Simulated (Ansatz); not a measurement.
**C8H18: geometry optimisation**

Aim: relax C8H18 from a cheap starting geometry.

The runs use Ansatz 0.2.0, Gaussian basis; RKS PBE0-D4/def2-TZVP.

Levels to be run: relaxation at PBE0-D4/def2-TZVP.

1 further run of the same task is left out (set aside as unsound or not needed).

## Step 1: The starting structure

SMILES `CCCC(C)(C)CC`, 26 atoms, charge 0, spin multiplicity 1.

Atoms are counted from 1 here; the program's logs count them from 0.

Bond lengths: C1–C2 1.525 Å, C1–H9 1.088 Å, C1–H10 1.086 Å, C1–H11 1.088 Å, C2–C3 1.536 Å, C2–H12 1.093 Å, C2–H13 1.090 Å, C3–C4 1.541 Å, C3–H14 1.093 Å, C3–H15 1.091 Å, C4–C5 1.531 Å, C4–C6 1.532 Å, C4–C7 1.544 Å, C5–H16 1.087 Å, C5–H17 1.088 Å, C5–H18 1.087 Å, C6–H19 1.088 Å, C6–H20 1.086 Å and more. Angles: C2–C1–H9 110.4°, C2–C1–H10 111.4°, C2–C1–H11 110.3°, H9–C1–H10 108.3°, H9–C1–H11 108.1°, H10–C1–H11 108.3°, C1–C2–C3 113.3°, C1–C2–H12 107.9°, C1–C2–H13 109.4°, C3–C2–H12 108.7°, C3–C2–H13 110.4°, H12–C2–H13 106.8°, C2–C3–C4 116.5°, C2–C3–H14 108.5°, C2–C3–H15 108.3°, C4–C3–H14 108.5°, C4–C3–H15 107.4°, H14–C3–H15 107.3° and more.

As a file:

```xyz
26

C     2.7191    1.2562   -0.0758
C     1.6065    0.7998   -1.0143
C     0.7593   -0.3460   -0.4400
C    -0.5880    0.0468    0.1961
C    -1.5548    0.5664   -0.8718
C    -0.4030    1.1313    1.2623
C    -1.1953   -1.1828    0.9046
C    -1.4826   -2.3943    0.0238
H     3.3966    0.4317    0.1374
H     2.3190    1.6206    0.8657
H     3.2951    2.0573   -0.5352
H     2.0687    0.4623   -1.9451
H     0.9735    1.6509   -1.2665
H     1.3542   -0.8760    0.3075
H     0.5471   -1.0512   -1.2447
H    -1.2185    1.5222   -1.2663
H    -2.5458    0.7101   -0.4461
H    -1.6324   -0.1299   -1.7026
H     0.2848    0.7963    2.0355
H    -0.0187    2.0487    0.8258
H    -1.3574    1.3592    1.7336
H    -0.5156   -1.4893    1.7040
H    -2.1312   -0.8730    1.3770
H    -2.1654   -2.1423   -0.7829
H    -0.5698   -2.7989   -0.4051
H    -1.9454   -3.1761    0.6230
```

The start is a GFN2-xTB geometry.

## Step 2: Relaxation at PBE0-D4/def2-TZVP

in.yaml reads:

```yaml
crystal:
  periodic: [false, false, false]
  atoms:
    - {symbol: C, position_ang: [2.719130, 1.256180, -0.075790]}
    - {symbol: C, position_ang: [1.606520, 0.799830, -1.014310]}
    - {symbol: C, position_ang: [0.759290, -0.346010, -0.439950]}
    - {symbol: C, position_ang: [-0.588050, 0.046800, 0.196120]}
    - {symbol: C, position_ang: [-1.554760, 0.566440, -0.871770]}
    - {symbol: C, position_ang: [-0.403040, 1.131280, 1.262260]}
    - {symbol: C, position_ang: [-1.195270, -1.182810, 0.904580]}
    - {symbol: C, position_ang: [-1.482610, -2.394340, 0.023810]}
    - {symbol: H, position_ang: [3.396590, 0.431720, 0.137360]}
    - {symbol: H, position_ang: [2.318960, 1.620590, 0.865680]}
    - {symbol: H, position_ang: [3.295070, 2.057320, -0.535160]}
    - {symbol: H, position_ang: [2.068710, 0.462310, -1.945110]}
    - {symbol: H, position_ang: [0.973530, 1.650870, -1.266470]}
    - {symbol: H, position_ang: [1.354190, -0.876020, 0.307540]}
    - {symbol: H, position_ang: [0.547100, -1.051240, -1.244730]}
    - {symbol: H, position_ang: [-1.218450, 1.522160, -1.266320]}
    - {symbol: H, position_ang: [-2.545770, 0.710140, -0.446150]}
    - {symbol: H, position_ang: [-1.632430, -0.129870, -1.702600]}
    - {symbol: H, position_ang: [0.284840, 0.796320, 2.035460]}
    - {symbol: H, position_ang: [-0.018730, 2.048700, 0.825850]}
    - {symbol: H, position_ang: [-1.357430, 1.359240, 1.733640]}
    - {symbol: H, position_ang: [-0.515630, -1.489310, 1.703980]}
    - {symbol: H, position_ang: [-2.131170, -0.873050, 1.377010]}
    - {symbol: H, position_ang: [-2.165410, -2.142250, -0.782880]}
    - {symbol: H, position_ang: [-0.569800, -2.798890, -0.405090]}
    - {symbol: H, position_ang: [-1.945390, -3.176140, 0.623050]}
basis:
  gaussian: {orbitals: def2-TZVP}
hamiltonian: {xc: pbe0, dispersion: d4}
relax: {f_tol: 0.005, max_steps: 150}
```

Before running them: what should the planned runs give, taken together? Wanted: point group; shift from the start; total energy; dispersion term; dipole moment.

The runs gave:

```
                  quantity          value
               point group             C1
                     steps              6
shift from the start (rms)        0.041 Å
              total energy  -8583.3323 eV
           dispersion term       -540 meV
             dipole moment         0.09 D
```

What this shows: The atoms moved 0.04 Å (rms) from the start; the bond that changed most is C6–H20, from 1.086 to 1.092 Å. No vibrations were run, so it is not proven to be a minimum. The largest Mulliken charge, -0.41 e, sits on C8.
